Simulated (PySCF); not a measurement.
Method: PySCF energies (xtb for GFN2) plus ideal-gas RRHO corrections (1 bar). 'Table' is the NASA 1993 thermochemical table (part measured, part estimated). All species are closed-shell singlets. The harmonic model lacks anharmonicity and excited electronic states, which grow with temperature; levels with a mode under 35 cm⁻¹ are left out. Internal rotation in HCOOH is treated as a harmonic vibration of one conformer, which makes the entropy rough.

Harmonic frequencies at GFN2-xTB (cm⁻¹): 598, 701, 967, 1124, 1206, 1350, 1810, 2864, 3411. Point group Cs; S°(298 K) = 248.5 J/mol/K at this level.

Q: Work out Cp and S° of gaseous HCOOH at 500, 800, 1200, 1600, 2000 K from these, and set them beside the table.

A: 
```tsv
T (K)	Cp GFN2-xTB	Cp table	S° GFN2-xTB	S° table
500	61.5	62.6	275.9	276.6
800	77.1	81.4	308.5	310.5
1200	88.9	93.7	342.3	346.3
1600	95.4	99.5	368.8	374.1
2000	99.2	102.4	390.6	396.7
```
Units J/mol/K.
